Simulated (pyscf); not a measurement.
Thermochemistry of product channels of `[O]=[Cr](=[O])([Cl])[Cl]` + `[H]` [doublet] on the doublet surface, in kcal/mol, from ωB97M-D3(BJ)/def2-TZVP energies (ideal gas, 1 atm, RRHO with modes under 100 cm⁻¹ raised to 100, one conformer, R ln 2 for chiral ones without a mode under 150 cm⁻¹). Optimised with ωB97X-D3(BJ)/def2-SVP in PySCF.

```json
[
 {"products": "`[O]=[Cr](=[O])[Cl]` [doublet] + `[ClH]`", "ΔE": "…", "ΔH(298 K)": "-41.0", "ΔG(600 K)": "-49.4", "ΔG(1200 K)": "-56.1"},
 {"products": "`[O]=[CrH](=[O])[Cl]` + `[Cl]` [doublet]", "ΔE": "…", "ΔH(298 K)": "+14.4", "ΔG(600 K)": "+11.4", "ΔG(1200 K)": "+9.4"}
]
```

Problem. Some entries are withheld; supply them.

Solution. 
- `[O]=[Cr](=[O])[Cl]` [doublet] + `[ClH]`, ΔE: -43.5
- `[O]=[CrH](=[O])[Cl]` + `[Cl]` [doublet], ΔE: +11.6

These are energies of the channels, which say nothing of barriers. O=CrH(=O)–Cl lies 48.9 kcal/mol over its isomer O=Cr(OH)–Cl [triplet] (electronic energy, ωB97M-D3(BJ)/def2-TZVP). Left out: orbital degeneracy and the spin-orbit lowering of Cl. Open-shell species with a d-block atom are single-reference here; other states, and whether the spin sits on metal or ligand, were not checked.
